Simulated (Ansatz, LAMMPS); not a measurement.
Dielectric constant ε0 (ions relaxed) along a series of related solids, from the ionic model bush1994 (core-shell, Buckingham; LAMMPS); the ionic model lewis1985b (core-shell, Buckingham; LAMMPS); PBE (PAW; Ansatz, a program for electronic structure).

```
solid          ionic model bush1994  ionic model lewis1985b   PBE  measured
-------------  --------------------  ----------------------  ----  --------
rock-salt MgO                  14.3                    11.5  11.2      9.8‡
rock-salt CaO                  10.4                    11.6  16.8     11.1‡
rock-salt SrO                  8.49                    13.1  20.9     13.1‡
rock-salt BaO                  5.26                    32.3   121       34‡
```

PBE less measured, from the printed values: rock-salt MgO +14.3 %, rock-salt CaO +51 %, rock-salt SrO +60 %, rock-salt BaO +256 %.

Members of the series are missing where a level wasn't run or failed, where a doubt is noted on the run or the magnetic state, for phases of high temperature or layered ones, and where values are held back for tests.

Spin–orbit coupling is left out, also for the solids with elements from indium on (rock-salt BaO); its size isn't shown.

Each level is taken at its own relaxed cell. Ansatz's density-functional and Hartree–Fock values are scalar-relativistic unless marked +SOC, with PAW data made under PBE.

Measured values are for low temperature or corrected to a static lattice; ‡ marks uncorrected values at room or unstated temperature. References as tabulated in Harker's crystal data pages; Hong and Vanderbilt (2013), arXiv:1307.0132.

Empirical potentials (ionic model bush1994, ionic model lewis1985b) are fitted to chosen data: where that held the value shown, agreement is built in, and what lay outside the fit can be far off.
